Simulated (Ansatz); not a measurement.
Molecular dynamics of ClH₃Si

Input file:

```yaml
crystal:
  periodic: [false, false, false]
  atoms:
    - { symbol: Si, position_ang: [0.000295, 0.0, 0.008585] }
    - { symbol: Cl, position_ang: [7.8e-05, 0.0, 2.087896] }
    - { symbol: H, position_ang: [1.406453, 0.0, -0.474882] }
    - { symbol: H, position_ang: [-0.702713, 1.217727, -0.4751] }
    - { symbol: H, position_ang: [-0.702713, -1.217727, -0.4751] }
basis:
  gaussian: { orbitals: def2-SVP }
hamiltonian:
  xc: b3lyp
md:
  timestep: 0.5
  n_steps: 166
  ensemble: nvt_nose_hoover
  temperature: 3000.0
  initial_velocities: maxwell_boltzmann
  seed: 816764
```

Launched with:

```bash
$ ansatz run input.yaml --threads 1 --pin off --max-ram 2048MiB --backend cpu --events-out ev --progress --plain --runs-dir out
```

It starts from a relaxed structure.

Output, in part (one step line in 2, the closing report, with atoms numbered from 0):

```
md step     0: t =     0.00 fs  T =  3000.0 K  F+E_penalty+E_count = -20444.69334187 eV  E_kin = 1.163340 eV  conserved = -20443.53000188 eV  (23 SCF iters)
md step     2: t =     1.00 fs  T =  2905.0 K  F+E_penalty+E_count = -20444.65651807 eV  E_kin = 1.126508 eV  conserved = -20443.53001047 eV  (22 SCF iters)
md step     4: t =     2.00 fs  T =  2635.3 K  F+E_penalty+E_count = -20444.55157053 eV  E_kin = 1.021921 eV  conserved = -20443.52965922 eV  (22 SCF iters)
md step     6: t =     3.00 fs  T =  2249.6 K  F+E_penalty+E_count = -20444.40145998 eV  E_kin = 0.872353 eV  conserved = -20443.52914748 eV  (21 SCF iters)
md step     8: t =     4.00 fs  T =  1830.0 K  F+E_penalty+E_count = -20444.23822798 eV  E_kin = 0.709635 eV  conserved = -20443.52869752 eV  (21 SCF iters)
md step    10: t =     5.00 fs  T =  1448.6 K  F+E_penalty+E_count = -20444.08997560 eV  E_kin = 0.561757 eV  conserved = -20443.52842467 eV  (20 SCF iters)
md step    12: t =     6.00 fs  T =  1149.7 K  F+E_penalty+E_count = -20443.97384318 eV  E_kin = 0.445839 eV  conserved = -20443.52834119 eV  (21 SCF iters)
md step    14: t =     7.00 fs  T =   946.8 K  F+E_penalty+E_count = -20443.89505957 eV  E_kin = 0.367145 eV  conserved = -20443.52840734 eV  (21 SCF iters)
md step    16: t =     8.00 fs  T =   829.1 K  F+E_penalty+E_count = -20443.84939694 eV  E_kin = 0.321500 eV  conserved = -20443.52856871 eV  (21 SCF iters)
md step    18: t =     9.00 fs  T =   770.6 K  F+E_penalty+E_count = -20443.82673568 eV  E_kin = 0.298828 eV  conserved = -20443.52878529 eV  (21 SCF iters)
md step    20: t =    10.00 fs  T =   737.6 K  F+E_penalty+E_count = -20443.81395288 eV  E_kin = 0.286033 eV  conserved = -20443.52903692 eV  (21 SCF iters)
md step    22: t =    11.00 fs  T =   694.5 K  F+E_penalty+E_count = -20443.79715813 eV  E_kin = 0.269309 eV  conserved = -20443.52923504 eV  (21 SCF iters)
md step    24: t =    12.00 fs  T =   621.3 K  F+E_penalty+E_count = -20443.76835614 eV  E_kin = 0.240930 eV  conserved = -20443.52909932 eV  (21 SCF iters)
md step    26: t =    13.00 fs  T =   553.0 K  F+E_penalty+E_count = -20443.74092073 eV  E_kin = 0.214433 eV  conserved = -20443.52845156 eV  (21 SCF iters)
md step    28: t =    14.00 fs  T =   591.0 K  F+E_penalty+E_count = -20443.75480527 eV  E_kin = 0.229169 eV  conserved = -20443.52791596 eV  (21 SCF iters)
md step    30: t =    15.00 fs  T =   807.7 K  F+E_penalty+E_count = -20443.83890511 eV  E_kin = 0.313212 eV  conserved = -20443.52840394 eV  (21 SCF iters)
md step    32: t =    16.00 fs  T =  1129.5 K  F+E_penalty+E_count = -20443.96414666 eV  E_kin = 0.437998 eV  conserved = -20443.52952080 eV  (21 SCF iters)
md step    34: t =    17.00 fs  T =  1392.3 K  F+E_penalty+E_count = -20444.06571469 eV  E_kin = 0.539914 eV  conserved = -20443.53010260 eV  (21 SCF iters)
md step    36: t =    18.00 fs  T =  1501.0 K  F+E_penalty+E_count = -20444.10648380 eV  E_kin = 0.582052 eV  conserved = -20443.52986265 eV  (21 SCF iters)
md step    38: t =    19.00 fs  T =  1480.8 K  F+E_penalty+E_count = -20444.09684940 eV  E_kin = 0.574223 eV  conserved = -20443.52927629 eV  (21 SCF iters)
md step    40: t =    20.00 fs  T =  1416.7 K  F+E_penalty+E_count = -20444.07026600 eV  E_kin = 0.549379 eV  conserved = -20443.52877717 eV  (21 SCF iters)
md step    42: t =    21.00 fs  T =  1387.0 K  F+E_penalty+E_count = -20444.05723441 eV  E_kin = 0.537864 eV  conserved = -20443.52851676 eV  (23 SCF iters)
md step    44: t =    22.00 fs  T =  1435.4 K  F+E_penalty+E_count = -20444.07463174 eV  E_kin = 0.556631 eV  conserved = -20443.52847186 eV  (21 SCF iters)
md step    46: t =    23.00 fs  T =  1571.7 K  F+E_penalty+E_count = -20444.12608019 eV  E_kin = 0.609463 eV  conserved = -20443.52856348 eV  (20 SCF iters)
md step    48: t =    24.00 fs  T =  1782.5 K  F+E_penalty+E_count = -20444.20629696 eV  E_kin = 0.691220 eV  conserved = -20443.52873609 eV  (21 SCF iters)
md step    50: t =    25.00 fs  T =  2039.4 K  F+E_penalty+E_count = -20444.30416007 eV  E_kin = 0.790821 eV  conserved = -20443.52901735 eV  (21 SCF iters)
md step    52: t =    26.00 fs  T =  2294.6 K  F+E_penalty+E_count = -20444.40126127 eV  E_kin = 0.889817 eV  conserved = -20443.52947524 eV  (22 SCF iters)
md step    54: t =    27.00 fs  T =  2474.9 K  F+E_penalty+E_count = -20444.46904559 eV  E_kin = 0.959720 eV  conserved = -20443.53000208 eV  (22 SCF iters)
md step    56: t =    28.00 fs  T =  2501.7 K  F+E_penalty+E_count = -20444.47676731 eV  E_kin = 0.970114 eV  conserved = -20443.53013584 eV  (22 SCF iters)
md step    58: t =    29.00 fs  T =  2358.8 K  F+E_penalty+E_count = -20444.41789968 eV  E_kin = 0.914692 eV  conserved = -20443.52946818 eV  (21 SCF iters)
md step    60: t =    30.00 fs  T =  2141.9 K  F+E_penalty+E_count = -20444.33025711 eV  E_kin = 0.830605 eV  conserved = -20443.52852006 eV  (21 SCF iters)
md step    62: t =    31.00 fs  T =  1982.2 K  F+E_penalty+E_count = -20444.26574690 eV  E_kin = 0.768657 eV  conserved = -20443.52839223 eV  (21 SCF iters)
md step    64: t =    32.00 fs  T =  1901.2 K  F+E_penalty+E_count = -20444.23265902 eV  E_kin = 0.737267 eV  conserved = -20443.52904763 eV  (22 SCF iters)
md step    66: t =    33.00 fs  T =  1810.9 K  F+E_penalty+E_count = -20444.19575544 eV  E_kin = 0.702241 eV  conserved = -20443.52948613 eV  (20 SCF iters)
md step    68: t =    34.00 fs  T =  1642.5 K  F+E_penalty+E_count = -20444.12808622 eV  E_kin = 0.636947 eV  conserved = -20443.52932944 eV  (21 SCF iters)
md step    70: t =    35.00 fs  T =  1409.3 K  F+E_penalty+E_count = -20444.03520781 eV  E_kin = 0.546503 eV  conserved = -20443.52891154 eV  (21 SCF iters)
md step    72: t =    36.00 fs  T =  1168.3 K  F+E_penalty+E_count = -20443.93965129 eV  E_kin = 0.453040 eV  conserved = -20443.52857608 eV  (21 SCF iters)
md step    74: t =    37.00 fs  T =   970.2 K  F+E_penalty+E_count = -20443.86115586 eV  E_kin = 0.376208 eV  conserved = -20443.52842216 eV  (21 SCF iters)
md step    76: t =    38.00 fs  T =   840.5 K  F+E_penalty+E_count = -20443.80951518 eV  E_kin = 0.325915 eV  conserved = -20443.52840184 eV  (21 SCF iters)
md step    78: t =    39.00 fs  T =   784.2 K  F+E_penalty+E_count = -20443.78652187 eV  E_kin = 0.304113 eV  conserved = -20443.52845124 eV  (21 SCF iters)
md step    80: t =    40.00 fs  T =   794.1 K  F+E_penalty+E_count = -20443.78921811 eV  E_kin = 0.307932 eV  conserved = -20443.52858398 eV  (21 SCF iters)
md step    82: t =    41.00 fs  T =   848.4 K  F+E_penalty+E_count = -20443.80919168 eV  E_kin = 0.328991 eV  conserved = -20443.52886074 eV  (21 SCF iters)
md step    84: t =    42.00 fs  T =   905.2 K  F+E_penalty+E_count = -20443.83004893 eV  E_kin = 0.351033 eV  conserved = -20443.52918998 eV  (21 SCF iters)
md step    86: t =    43.00 fs  T =   919.5 K  F+E_penalty+E_count = -20443.83394472 eV  E_kin = 0.356547 eV  conserved = -20443.52920703 eV  (21 SCF iters)
md step    88: t =    44.00 fs  T =   894.1 K  F+E_penalty+E_count = -20443.82188175 eV  E_kin = 0.346702 eV  conserved = -20443.52866369 eV  (22 SCF iters)
md step    90: t =    45.00 fs  T =   908.5 K  F+E_penalty+E_count = -20443.82513152 eV  E_kin = 0.352292 eV  conserved = -20443.52803064 eV  (22 SCF iters)
md step    92: t =    46.00 fs  T =  1050.7 K  F+E_penalty+E_count = -20443.87840276 eV  E_kin = 0.407442 eV  conserved = -20443.52806380 eV  (22 SCF iters)
md step    94: t =    47.00 fs  T =  1317.3 K  F+E_penalty+E_count = -20443.98000017 eV  E_kin = 0.510824 eV  conserved = -20443.52866954 eV  (22 SCF iters)
md step    96: t =    48.00 fs  T =  1622.6 K  F+E_penalty+E_count = -20444.09580541 eV  E_kin = 0.629198 eV  conserved = -20443.52915930 eV  (22 SCF iters)
md step    98: t =    49.00 fs  T =  1890.3 K  F+E_penalty+E_count = -20444.19598650 eV  E_kin = 0.733016 eV  conserved = -20443.52926010 eV  (22 SCF iters)
md step   100: t =    50.00 fs  T =  2099.0 K  F+E_penalty+E_count = -20444.27249866 eV  E_kin = 0.813947 eV  conserved = -20443.52916088 eV  (22 SCF iters)
md step   102: t =    51.00 fs  T =  2261.1 K  F+E_penalty+E_count = -20444.33048049 eV  E_kin = 0.876811 eV  conserved = -20443.52906811 eV  (22 SCF iters)
md step   104: t =    52.00 fs  T =  2392.5 K  F+E_penalty+E_count = -20444.37621028 eV  E_kin = 0.927746 eV  conserved = -20443.52903928 eV  (21 SCF iters)
md step   106: t =    53.00 fs  T =  2500.7 K  F+E_penalty+E_count = -20444.41269809 eV  E_kin = 0.969731 eV  conserved = -20443.52904605 eV  (21 SCF iters)
md step   108: t =    54.00 fs  T =  2587.1 K  F+E_penalty+E_count = -20444.44045380 eV  E_kin = 1.003235 eV  conserved = -20443.52907966 eV  (20 SCF iters)
md step   110: t =    55.00 fs  T =  2646.0 K  F+E_penalty+E_count = -20444.45740995 eV  E_kin = 1.026060 eV  conserved = -20443.52921456 eV  (20 SCF iters)
md step   112: t =    56.00 fs  T =  2653.9 K  F+E_penalty+E_count = -20444.45467367 eV  E_kin = 1.029129 eV  conserved = -20443.52954680 eV  (21 SCF iters)
md step   114: t =    57.00 fs  T =  2558.9 K  F+E_penalty+E_count = -20444.41215587 eV  E_kin = 0.992271 eV  conserved = -20443.52998450 eV  (21 SCF iters)
md step   116: t =    58.00 fs  T =  2299.2 K  F+E_penalty+E_count = -20444.30581619 eV  E_kin = 0.891566 eV  conserved = -20443.53009549 eV  (21 SCF iters)
md step   118: t =    59.00 fs  T =  1868.6 K  F+E_penalty+E_count = -20444.13320098 eV  E_kin = 0.724616 eV  conserved = -20443.52941851 eV  (21 SCF iters)
md step   120: t =    60.00 fs  T =  1375.5 K  F+E_penalty+E_count = -20443.93692904 eV  E_kin = 0.533400 eV  conserved = -20443.52829061 eV  (21 SCF iters)
md step   122: t =    61.00 fs  T =   985.1 K  F+E_penalty+E_count = -20443.78220653 eV  E_kin = 0.382005 eV  conserved = -20443.52785988 eV  (21 SCF iters)
md step   124: t =    62.00 fs  T =   762.6 K  F+E_penalty+E_count = -20443.69427322 eV  E_kin = 0.295711 eV  conserved = -20443.52841720 eV  (21 SCF iters)
md step   126: t =    63.00 fs  T =   632.7 K  F+E_penalty+E_count = -20443.64261335 eV  E_kin = 0.245346 eV  conserved = -20443.52893635 eV  (21 SCF iters)
md step   128: t =    64.00 fs  T =   514.8 K  F+E_penalty+E_count = -20443.59519714 eV  E_kin = 0.199648 eV  conserved = -20443.52875897 eV  (21 SCF iters)
md step   130: t =    65.00 fs  T =   423.2 K  F+E_penalty+E_count = -20443.55781475 eV  E_kin = 0.164098 eV  conserved = -20443.52821159 eV  (21 SCF iters)
md step   132: t =    66.00 fs  T =   431.6 K  F+E_penalty+E_count = -20443.55952233 eV  E_kin = 0.167355 eV  conserved = -20443.52785218 eV  (21 SCF iters)
md step   134: t =    67.00 fs  T =   593.1 K  F+E_penalty+E_count = -20443.62074317 eV  E_kin = 0.229983 eV  conserved = -20443.52791448 eV  (21 SCF iters)
md step   136: t =    68.00 fs  T =   901.0 K  F+E_penalty+E_count = -20443.73827899 eV  E_kin = 0.349387 eV  conserved = -20443.52826508 eV  (21 SCF iters)
md step   138: t =    69.00 fs  T =  1304.3 K  F+E_penalty+E_count = -20443.89171720 eV  E_kin = 0.505797 eV  conserved = -20443.52866575 eV  (20 SCF iters)
md step   140: t =    70.00 fs  T =  1740.9 K  F+E_penalty+E_count = -20444.05661347 eV  E_kin = 0.675086 eV  conserved = -20443.52903482 eV  (21 SCF iters)
md step   142: t =    71.00 fs  T =  2150.4 K  F+E_penalty+E_count = -20444.20962726 eV  E_kin = 0.833883 eV  conserved = -20443.52944061 eV  (21 SCF iters)
md step   144: t =    72.00 fs  T =  2468.1 K  F+E_penalty+E_count = -20444.32580894 eV  E_kin = 0.957095 eV  conserved = -20443.52985391 eV  (21 SCF iters)
md step   146: t =    73.00 fs  T =  2633.7 K  F+E_penalty+E_count = -20444.38181437 eV  E_kin = 1.021297 eV  conserved = -20443.52996112 eV  (21 SCF iters)
md step   148: t =    74.00 fs  T =  2636.9 K  F+E_penalty+E_count = -20444.37390662 eV  E_kin = 1.022551 eV  conserved = -20443.52943742 eV  (20 SCF iters)
md step   150: t =    75.00 fs  T =  2558.0 K  F+E_penalty+E_count = -20444.33389858 eV  E_kin = 0.991929 eV  conserved = -20443.52860568 eV  (20 SCF iters)
md step   152: t =    76.00 fs  T =  2514.9 K  F+E_penalty+E_count = -20444.30857754 eV  E_kin = 0.975240 eV  conserved = -20443.52837499 eV  (21 SCF iters)
md step   154: t =    77.00 fs  T =  2540.3 K  F+E_penalty+E_count = -20444.31055402 eV  E_kin = 0.985096 eV  conserved = -20443.52894600 eV  (20 SCF iters)
md step   156: t =    78.00 fs  T =  2552.5 K  F+E_penalty+E_count = -20444.30722201 eV  E_kin = 0.989799 eV  conserved = -20443.52951698 eV  (21 SCF iters)
md step   158: t =    79.00 fs  T =  2459.6 K  F+E_penalty+E_count = -20444.26268682 eV  E_kin = 0.953777 eV  conserved = -20443.52955602 eV  (21 SCF iters)
md step   160: t =    80.00 fs  T =  2240.9 K  F+E_penalty+E_count = -20444.16945035 eV  E_kin = 0.868964 eV  conserved = -20443.52922036 eV  (21 SCF iters)
md step   162: t =    81.00 fs  T =  1935.8 K  F+E_penalty+E_count = -20444.04345453 eV  E_kin = 0.750652 eV  conserved = -20443.52878706 eV  (21 SCF iters)
md step   164: t =    82.00 fs  T =  1606.6 K  F+E_penalty+E_count = -20443.90916454 eV  E_kin = 0.623004 eV  conserved = -20443.52835802 eV  (21 SCF iters)
md step   166: t =    83.00 fs  T =  1320.5 K  F+E_penalty+E_count = -20443.79262062 eV  E_kin = 0.512046 eV  conserved = -20443.52796552 eV  (22 SCF iters)
Total energy: -20443.79282053 eV, -751.2955288541 hartree
Atom 0 at     0.017501     0.051073     0.036496 Å, force    -1.730209    -3.740979    -1.269406 eV/Å
Atom 1 at    -0.000375    -0.023148     2.074738 Å, force     0.130550     0.725679     0.567583 eV/Å
Atom 2 at     1.343584    -0.048530    -0.589204 Å, force     0.367727     0.136396     0.218578 eV/Å
Atom 3 at    -0.891903     0.727588    -0.849284 Å, force    -0.385650     1.842323     0.060769 eV/Å
Atom 4 at    -0.914124    -1.287968    -0.301510 Å, force     1.617582     1.036582     0.422476 eV/Å
Dipole moment:     0.115372     0.202866    -0.121485 e Å
```

All steps were run. The conserved energy stayed within 0.43 meV per atom of its start (net change 0.41 meV per atom), so the integration is sound. The mean temperature of the second half is 42 % below the set value. A run of 0.083 ps of so small a system gives no equilibrium averages.

The same pairs are bonded in the first frame and the last. Pairs count as bonded within 1.25 times the sum of covalent radii (0.12 Å more for H–H).

Last frame:

```xyz
5
Properties=species:S:1:pos:R:3
Si 0.018 0.051 0.036
Cl 0.000 -0.023 2.075
H 1.344 -0.049 -0.589
H -0.892 0.728 -0.849
H -0.914 -1.288 -0.301
```

The run took 4.2 min on 1 thread of Arm Neoverse N1 (shared host), peak memory 0.091 GiB.
